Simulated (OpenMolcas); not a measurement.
CH5NSi (SMILES C[Si]N): methods side by side

CH5NSi has 8 atoms, charge 0, and is taken as a singlet. As SMILES, `C[Si]N`. The shape is that of a PBE0-D4/def2-TZVP optimisation. This is one conformer, not always the lowest.

```xyz
8

C    -0.6600    0.8247   -0.5521
Si    0.9638    0.6538    0.4277
N     0.9322   -1.0344    0.6907
H    -1.0264   -0.1018   -1.0043
H    -0.5625    1.5834   -1.3341
H    -1.4314    1.1950    0.1359
H     1.6512   -1.5019    1.2201
H     0.2252   -1.6757    0.3603
```

Quantity: the energy change with the C1–H5 bond stretched from 1.094 to 1.422 Å, in eV. The values are calculated.

| level | kind | program | value (eV) |
| --- | --- | --- | --- |
| SVWN5/def2-SVPD (restricted) | LDA | OpenMolcas | 0.89 |
| BLYP/def2-SVPD (restricted) | GGA | OpenMolcas | 0.86 |
| revPBE/def2-SVPD (restricted) | GGA | OpenMolcas | 0.88 |
| M06-L/def2-SVPD (restricted) | meta-GGA | OpenMolcas | 0.99 |
| r2SCAN/def2-SVPD (restricted) | meta-GGA | OpenMolcas | 0.96 |
| BHLYP/def2-SVPD (restricted) | global hybrid | OpenMolcas | 1.05 |
| M06-2X/def2-SVPD (restricted) | hybrid meta-GGA | OpenMolcas | 0.99 |
| B2PLYP/def2-SVPD (restricted) | double hybrid | OpenMolcas | 0.97 |

The first shape isn't each level's own minimum. The values span 0.86 to 1.05 eV.
